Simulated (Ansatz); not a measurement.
Molecular dynamics of C₂F₃N

Input file:

```yaml
crystal:
  periodic: [false, false, false]
  atoms:
    - { symbol: "N", position_ang: [1.058959, -1.743571, 0.854478] }
    - { symbol: C, position_ang: [0.571695, -0.773255, 0.464442] }
    - { symbol: C, position_ang: [-0.200657, 0.353892, -0.180945] }
    - { symbol: F, position_ang: [-1.334788, -0.021824, -0.772854] }
    - { symbol: F, position_ang: [0.639643, 0.871967, -1.161158] }
    - { symbol: F, position_ang: [-0.651508, 1.259151, 0.760834] }
basis:
  gaussian: { orbitals: cc-pVDZ }
hamiltonian:
  xc: b3lyp
  dispersion: d4
md:
  timestep: 1.0
  n_steps: 150
  ensemble: nvt_langevin
  temperature: 300.0
  initial_velocities: maxwell_boltzmann
  seed: 476979
  friction: 0.005
  temperature_schedule:
    - { n_steps: 37, end_temperature: 300.0 }
    - { n_steps: 113, end_temperature: 10.0 }
scf:
  lower_state_search: "off"
```

Command:

```bash
$ ansatz run input.yaml --threads 1 --pin off --max-ram 2048MiB --backend cpu --events-out ev --progress --plain --runs-dir out
```

It goes on from the last frame of an earlier run, with new velocities.

Output, in part (one step line in 2, the closing report, with atoms numbered from 0):

```
md step     0: t =     0.00 fs  T =   250.0 K (target 300.0 K)  F+E_penalty+E_count = -11713.74594430 eV  E_kin = 0.193890 eV  (16 SCF iters)
md step     2: t =     2.00 fs  T =   293.8 K (target 300.0 K)  F+E_penalty+E_count = -11713.74785285 eV  E_kin = 0.227859 eV  (22 SCF iters)
md step     4: t =     4.00 fs  T =   323.7 K (target 300.0 K)  F+E_penalty+E_count = -11713.75281216 eV  E_kin = 0.251065 eV  (23 SCF iters)
md step     6: t =     6.00 fs  T =   324.2 K (target 300.0 K)  F+E_penalty+E_count = -11713.74121720 eV  E_kin = 0.251444 eV  (23 SCF iters)
md step     8: t =     8.00 fs  T =   279.6 K (target 300.0 K)  F+E_penalty+E_count = -11713.72237073 eV  E_kin = 0.216836 eV  (23 SCF iters)
md step    10: t =    10.00 fs  T =   292.5 K (target 300.0 K)  F+E_penalty+E_count = -11713.74409151 eV  E_kin = 0.226813 eV  (23 SCF iters)
md step    12: t =    12.00 fs  T =   363.3 K (target 300.0 K)  F+E_penalty+E_count = -11713.81488779 eV  E_kin = 0.281735 eV  (23 SCF iters)
md step    14: t =    14.00 fs  T =   454.2 K (target 300.0 K)  F+E_penalty+E_count = -11713.87539577 eV  E_kin = 0.352232 eV  (23 SCF iters)
md step    16: t =    16.00 fs  T =   456.9 K (target 300.0 K)  F+E_penalty+E_count = -11713.89693756 eV  E_kin = 0.354331 eV  (22 SCF iters)
md step    18: t =    18.00 fs  T =   448.8 K (target 300.0 K)  F+E_penalty+E_count = -11713.89033433 eV  E_kin = 0.348107 eV  (23 SCF iters)
md step    20: t =    20.00 fs  T =   381.1 K (target 300.0 K)  F+E_penalty+E_count = -11713.84919583 eV  E_kin = 0.295547 eV  (23 SCF iters)
md step    22: t =    22.00 fs  T =   292.7 K (target 300.0 K)  F+E_penalty+E_count = -11713.79651726 eV  E_kin = 0.227044 eV  (23 SCF iters)
md step    24: t =    24.00 fs  T =   296.2 K (target 300.0 K)  F+E_penalty+E_count = -11713.78094438 eV  E_kin = 0.229743 eV  (23 SCF iters)
md step    26: t =    26.00 fs  T =   331.5 K (target 300.0 K)  F+E_penalty+E_count = -11713.80371248 eV  E_kin = 0.257133 eV  (23 SCF iters)
md step    28: t =    28.00 fs  T =   372.7 K (target 300.0 K)  F+E_penalty+E_count = -11713.82819691 eV  E_kin = 0.289024 eV  (23 SCF iters)
md step    30: t =    30.00 fs  T =   369.0 K (target 300.0 K)  F+E_penalty+E_count = -11713.83639351 eV  E_kin = 0.286213 eV  (23 SCF iters)
md step    32: t =    32.00 fs  T =   315.3 K (target 300.0 K)  F+E_penalty+E_count = -11713.81302629 eV  E_kin = 0.244502 eV  (23 SCF iters)
md step    34: t =    34.00 fs  T =   252.4 K (target 300.0 K)  F+E_penalty+E_count = -11713.76747142 eV  E_kin = 0.195732 eV  (23 SCF iters)
md step    36: t =    36.00 fs  T =   218.5 K (target 300.0 K)  F+E_penalty+E_count = -11713.74020910 eV  E_kin = 0.169493 eV  (23 SCF iters)
md step    38: t =    38.00 fs  T =   234.7 K (target 298.7 K)  F+E_penalty+E_count = -11713.75221961 eV  E_kin = 0.182026 eV  (24 SCF iters)
md step    40: t =    40.00 fs  T =   300.5 K (target 293.6 K)  F+E_penalty+E_count = -11713.79365594 eV  E_kin = 0.233066 eV  (23 SCF iters)
md step    42: t =    42.00 fs  T =   386.3 K (target 288.5 K)  F+E_penalty+E_count = -11713.83751474 eV  E_kin = 0.299579 eV  (23 SCF iters)
md step    44: t =    44.00 fs  T =   410.4 K (target 283.3 K)  F+E_penalty+E_count = -11713.87579285 eV  E_kin = 0.318257 eV  (23 SCF iters)
md step    46: t =    46.00 fs  T =   418.1 K (target 278.2 K)  F+E_penalty+E_count = -11713.89185800 eV  E_kin = 0.324274 eV  (23 SCF iters)
md step    48: t =    48.00 fs  T =   408.1 K (target 273.1 K)  F+E_penalty+E_count = -11713.88252629 eV  E_kin = 0.316517 eV  (23 SCF iters)
md step    50: t =    50.00 fs  T =   415.2 K (target 267.9 K)  F+E_penalty+E_count = -11713.86143389 eV  E_kin = 0.322037 eV  (23 SCF iters)
md step    52: t =    52.00 fs  T =   381.4 K (target 262.8 K)  F+E_penalty+E_count = -11713.86643987 eV  E_kin = 0.295832 eV  (23 SCF iters)
md step    54: t =    54.00 fs  T =   428.8 K (target 257.7 K)  F+E_penalty+E_count = -11713.89584261 eV  E_kin = 0.332539 eV  (23 SCF iters)
md step    56: t =    56.00 fs  T =   467.0 K (target 252.5 K)  F+E_penalty+E_count = -11713.91111441 eV  E_kin = 0.362156 eV  (22 SCF iters)
md step    58: t =    58.00 fs  T =   459.6 K (target 247.4 K)  F+E_penalty+E_count = -11713.91080011 eV  E_kin = 0.356452 eV  (23 SCF iters)
md step    60: t =    60.00 fs  T =   430.8 K (target 242.3 K)  F+E_penalty+E_count = -11713.87845987 eV  E_kin = 0.334129 eV  (23 SCF iters)
md step    62: t =    62.00 fs  T =   347.0 K (target 237.1 K)  F+E_penalty+E_count = -11713.80807582 eV  E_kin = 0.269096 eV  (23 SCF iters)
md step    64: t =    64.00 fs  T =   279.1 K (target 232.0 K)  F+E_penalty+E_count = -11713.76382848 eV  E_kin = 0.216486 eV  (23 SCF iters)
md step    66: t =    66.00 fs  T =   302.2 K (target 226.9 K)  F+E_penalty+E_count = -11713.78725487 eV  E_kin = 0.234350 eV  (23 SCF iters)
md step    68: t =    68.00 fs  T =   387.2 K (target 221.7 K)  F+E_penalty+E_count = -11713.82626331 eV  E_kin = 0.300282 eV  (23 SCF iters)
md step    70: t =    70.00 fs  T =   387.3 K (target 216.6 K)  F+E_penalty+E_count = -11713.83043424 eV  E_kin = 0.300351 eV  (22 SCF iters)
md step    72: t =    72.00 fs  T =   381.5 K (target 211.5 K)  F+E_penalty+E_count = -11713.81720525 eV  E_kin = 0.295886 eV  (23 SCF iters)
md step    74: t =    74.00 fs  T =   320.8 K (target 206.3 K)  F+E_penalty+E_count = -11713.78431816 eV  E_kin = 0.248803 eV  (23 SCF iters)
md step    76: t =    76.00 fs  T =   257.0 K (target 201.2 K)  F+E_penalty+E_count = -11713.73534169 eV  E_kin = 0.199299 eV  (23 SCF iters)
md step    78: t =    78.00 fs  T =   227.7 K (target 196.1 K)  F+E_penalty+E_count = -11713.70809804 eV  E_kin = 0.176619 eV  (24 SCF iters)
md step    80: t =    80.00 fs  T =   279.3 K (target 190.9 K)  F+E_penalty+E_count = -11713.74056936 eV  E_kin = 0.216588 eV  (24 SCF iters)
md step    82: t =    82.00 fs  T =   384.7 K (target 185.8 K)  F+E_penalty+E_count = -11713.81014336 eV  E_kin = 0.298390 eV  (23 SCF iters)
md step    84: t =    84.00 fs  T =   465.7 K (target 180.7 K)  F+E_penalty+E_count = -11713.86657599 eV  E_kin = 0.361167 eV  (23 SCF iters)
md step    86: t =    86.00 fs  T =   528.6 K (target 175.5 K)  F+E_penalty+E_count = -11713.91633551 eV  E_kin = 0.409923 eV  (22 SCF iters)
md step    88: t =    88.00 fs  T =   545.6 K (target 170.4 K)  F+E_penalty+E_count = -11713.93492640 eV  E_kin = 0.423128 eV  (23 SCF iters)
md step    90: t =    90.00 fs  T =   477.8 K (target 165.3 K)  F+E_penalty+E_count = -11713.89474577 eV  E_kin = 0.370594 eV  (23 SCF iters)
md step    92: t =    92.00 fs  T =   407.6 K (target 160.1 K)  F+E_penalty+E_count = -11713.85419581 eV  E_kin = 0.316138 eV  (23 SCF iters)
md step    94: t =    94.00 fs  T =   402.2 K (target 155.0 K)  F+E_penalty+E_count = -11713.86139111 eV  E_kin = 0.311967 eV  (23 SCF iters)
md step    96: t =    96.00 fs  T =   413.2 K (target 149.9 K)  F+E_penalty+E_count = -11713.88788359 eV  E_kin = 0.320492 eV  (23 SCF iters)
md step    98: t =    98.00 fs  T =   430.7 K (target 144.7 K)  F+E_penalty+E_count = -11713.90447987 eV  E_kin = 0.334025 eV  (23 SCF iters)
md step   100: t =   100.00 fs  T =   416.3 K (target 139.6 K)  F+E_penalty+E_count = -11713.90833997 eV  E_kin = 0.322876 eV  (23 SCF iters)
md step   102: t =   102.00 fs  T =   378.7 K (target 134.5 K)  F+E_penalty+E_count = -11713.87633909 eV  E_kin = 0.293735 eV  (23 SCF iters)
md step   104: t =   104.00 fs  T =   297.4 K (target 129.3 K)  F+E_penalty+E_count = -11713.81162697 eV  E_kin = 0.230689 eV  (23 SCF iters)
md step   106: t =   106.00 fs  T =   259.0 K (target 124.2 K)  F+E_penalty+E_count = -11713.76855524 eV  E_kin = 0.200891 eV  (23 SCF iters)
md step   108: t =   108.00 fs  T =   273.9 K (target 119.1 K)  F+E_penalty+E_count = -11713.77831674 eV  E_kin = 0.212393 eV  (24 SCF iters)
md step   110: t =   110.00 fs  T =   341.7 K (target 113.9 K)  F+E_penalty+E_count = -11713.82015602 eV  E_kin = 0.264992 eV  (23 SCF iters)
md step   112: t =   112.00 fs  T =   402.8 K (target 108.8 K)  F+E_penalty+E_count = -11713.85504885 eV  E_kin = 0.312405 eV  (23 SCF iters)
md step   114: t =   114.00 fs  T =   392.6 K (target 103.7 K)  F+E_penalty+E_count = -11713.85760521 eV  E_kin = 0.304512 eV  (23 SCF iters)
md step   116: t =   116.00 fs  T =   357.7 K (target 98.5 K)  F+E_penalty+E_count = -11713.82117337 eV  E_kin = 0.277409 eV  (23 SCF iters)
md step   118: t =   118.00 fs  T =   280.1 K (target 93.4 K)  F+E_penalty+E_count = -11713.77015100 eV  E_kin = 0.217204 eV  (23 SCF iters)
md step   120: t =   120.00 fs  T =   271.5 K (target 88.3 K)  F+E_penalty+E_count = -11713.75763816 eV  E_kin = 0.210562 eV  (23 SCF iters)
md step   122: t =   122.00 fs  T =   329.1 K (target 83.1 K)  F+E_penalty+E_count = -11713.79769343 eV  E_kin = 0.255222 eV  (23 SCF iters)
md step   124: t =   124.00 fs  T =   396.2 K (target 78.0 K)  F+E_penalty+E_count = -11713.85570366 eV  E_kin = 0.307247 eV  (23 SCF iters)
md step   126: t =   126.00 fs  T =   441.6 K (target 72.9 K)  F+E_penalty+E_count = -11713.89847721 eV  E_kin = 0.342523 eV  (22 SCF iters)
md step   128: t =   128.00 fs  T =   455.5 K (target 67.7 K)  F+E_penalty+E_count = -11713.91955527 eV  E_kin = 0.353237 eV  (22 SCF iters)
md step   130: t =   130.00 fs  T =   437.8 K (target 62.6 K)  F+E_penalty+E_count = -11713.91172841 eV  E_kin = 0.339521 eV  (23 SCF iters)
md step   132: t =   132.00 fs  T =   390.5 K (target 57.5 K)  F+E_penalty+E_count = -11713.87742247 eV  E_kin = 0.302888 eV  (23 SCF iters)
md step   134: t =   134.00 fs  T =   356.2 K (target 52.3 K)  F+E_penalty+E_count = -11713.85133603 eV  E_kin = 0.276257 eV  (23 SCF iters)
md step   136: t =   136.00 fs  T =   355.1 K (target 47.2 K)  F+E_penalty+E_count = -11713.85956358 eV  E_kin = 0.275373 eV  (23 SCF iters)
md step   138: t =   138.00 fs  T =   381.5 K (target 42.1 K)  F+E_penalty+E_count = -11713.88766210 eV  E_kin = 0.295882 eV  (23 SCF iters)
md step   140: t =   140.00 fs  T =   386.6 K (target 36.9 K)  F+E_penalty+E_count = -11713.89994896 eV  E_kin = 0.299868 eV  (22 SCF iters)
md step   142: t =   142.00 fs  T =   359.6 K (target 31.8 K)  F+E_penalty+E_count = -11713.87838544 eV  E_kin = 0.278901 eV  (22 SCF iters)
md step   144: t =   144.00 fs  T =   291.6 K (target 26.7 K)  F+E_penalty+E_count = -11713.83050547 eV  E_kin = 0.226178 eV  (23 SCF iters)
md step   146: t =   146.00 fs  T =   231.5 K (target 21.5 K)  F+E_penalty+E_count = -11713.77891377 eV  E_kin = 0.179520 eV  (23 SCF iters)
md step   148: t =   148.00 fs  T =   200.7 K (target 16.4 K)  F+E_penalty+E_count = -11713.75786642 eV  E_kin = 0.155684 eV  (23 SCF iters)
md step   150: t =   150.00 fs  T =   231.5 K (target 11.3 K)  F+E_penalty+E_count = -11713.78477992 eV  E_kin = 0.179537 eV  (23 SCF iters)
Total energy: -11713.78491511 eV, -430.4736557418 hartree
Atom 0 at     1.349506    -0.987329     1.381313 Å, force    -0.225668     0.310573    -0.312380 eV/Å
Atom 1 at     0.708826    -0.412231     0.600480 Å, force     0.582149    -0.900467     0.684855 eV/Å
Atom 2 at    -0.131785     0.259628    -0.387235 Å, force    -2.437465    -1.539501     0.337975 eV/Å
Atom 3 at    -1.213250    -0.543566    -0.755951 Å, force     1.678665    -0.094284    -0.347570 eV/Å
Atom 4 at     0.591214     0.582227    -1.440263 Å, force    -0.271192     0.555317    -0.355389 eV/Å
Atom 5 at    -0.780706     1.253576     0.198139 Å, force     0.673512     1.668361    -0.007491 eV/Å
Dipole moment:    -0.049377     0.188866    -0.191128 e Å
```

All steps were run. The schedule's set-point averaged 106 K over the second half and the system 362 K, so it lags behind the ramp. A run of 0.15 ps of so small a system gives no equilibrium averages.

The same pairs are bonded in the first frame and the last. Pairs count as bonded within 1.25 times the sum of covalent radii (0.12 Å more for H–H).

Last frame:

```xyz
6
Properties=species:S:1:pos:R:3
N 1.349 -0.987 1.381
C 0.709 -0.412 0.601
C -0.132 0.260 -0.387
F -1.213 -0.544 -0.756
F 0.591 0.582 -1.440
F -0.781 1.254 0.198
```

Run time: 5.4 min on 1 thread of Arm Neoverse V1, with other jobs on the host, peak memory 0.14 GiB.
